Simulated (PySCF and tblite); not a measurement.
The numbers below are computed, except where a source is named.
Stationary points of C$_{4}$H$_{8}$O at GFN2-xTB, in Å:

Structure A

```
 1 O     0.871   -1.730   -0.630
 2 C     0.374   -0.753    0.245
 3 C     0.779    0.712   -0.024
 4 C    -0.704    1.108    0.036
 5 C    -1.090   -0.377   -0.026
 6 H     1.824   -1.803   -0.513
 7 H     0.548   -1.048    1.289
 8 H     1.438    1.174    0.709
 9 H     1.203    0.828   -1.019
10 H    -1.064    1.729   -0.780
11 H    -0.975    1.572    0.982
12 H    -1.386   -0.699   -1.021
13 H    -1.819   -0.728    0.700
```

Structure B

```
 1 O     1.106   -1.764   -0.284
 2 C     0.429   -0.747    0.394
 3 C     0.828    0.715    0.101
 4 C    -0.661    1.076   -0.014
 5 C    -1.016   -0.419   -0.038
 6 H     1.067   -1.582   -1.230
 7 H     0.507   -1.005    1.451
 8 H     1.395    1.223    0.876
 9 H     1.362    0.808   -0.844
10 H    -0.946    1.647   -0.895
11 H    -1.038    1.582    0.871
12 H    -1.233   -0.788   -1.040
13 H    -1.805   -0.745    0.635
```

Structure C

```
 1 O     0.910   -1.809   -0.453
 2 C     0.363   -0.776    0.326
 3 C     0.796    0.669    0.023
 4 C    -0.682    1.091    0.014
 5 C    -1.091   -0.389   -0.014
 6 H     1.717   -1.497   -0.873
 7 H     0.485   -1.033    1.386
 8 H     1.436    1.146    0.762
 9 H     1.258    0.756   -0.960
10 H    -1.000    1.691   -0.835
11 H    -0.979    1.591    0.933
12 H    -1.364   -0.738   -1.007
13 H    -1.849   -0.702    0.698
```

Level: PBE0/pcSseg-1 + D3(BJ) on GFN2-xTB stationary points, with GFN2-xTB thermal terms.

Q: Which structure is a saddle point, and along which motion?

A: C: one imaginary mode (304i cm⁻¹ at GFN2-xTB, mostly on H6, O1), along the rotation about the C2–O1 bond (torsion C3–C2–O1–H from -53° to 68°, rising).

Q: Give their symmetry and energies above the lowest.

A: A C1, 0.2 kcal/mol; B Cs, 0.0 kcal/mol; C C1, 1.8 kcal/mol.

The barrier is low, and the GFN2-xTB saddle may lie off the DFT one, so take it as rough.
